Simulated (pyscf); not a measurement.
Optimised with ωB97X-D3(BJ)/def2-SVP in PySCF. Correlated levels are frozen-core, on RHF or UHF. ΔMP2 is the change of the MP2 total energy from the triple- to the quadruple-zeta basis.

PBE/def2-TZVP puts the barrier of H₂S (SMILES S) + O (SMILES [O]) [triplet] → SH• (SMILES [SH]) + OH• (SMILES [OH]) (hydrogen abstraction; triplet surface; H–S broken, H–O formed) at -10.4 kcal/mol and the reaction energy at -14.4 kcal/mol, from the separated reactants. What do PBE0-D3(BJ)/def2-TZVP, ωB97M-D3(BJ)/def2-TZVP, CCSD(T)/def2-TZVPP + ΔMP2(QZVPP) give on the same structures?

PBE0-D3(BJ): ΔE‡ = 0.4 kcal/mol, ΔE = -11.1 kcal/mol; ωB97M-D3(BJ): ΔE‡ = 5.2 kcal/mol, ΔE = -10.1 kcal/mol; CCSD(T): ΔE‡ = 8.3 kcal/mol, ΔE = -10.6 kcal/mol. PBE's barrier lies under all of them, by 10.8 to 18.8 kcal/mol. Its reaction energy lies under all of them, by 3.3 to 4.3 kcal/mol. Low barriers are usual for a GGA, whose delocalisation error favours stretched bonds. On the product side the descent ends in a bound adduct, 11.8 kcal/mol under the separated species and 26.9 kcal/mol under the saddle at ωB97X-D3(BJ)/def2-TZVP. At PBE this geometry lies under the reactants; that is no barrier but a single point on another level's saddle; such a level's own saddle, if it has one, lies nearer that side and is low. At ωB97X-D3(BJ) the barrier from the zero used here is 4.6 kcal/mol. SH• + OH• also meet on a surface of lower spin, which isn't treated here. This is the saddle that the search found; another between the same sides may lie lower. The angle at the transferred H is 137°. The CCSD(T) − MP2 part came from Ansatz, without density fitting, on the same reference. Left out: the spin-orbit lowering of OH, O, SH.
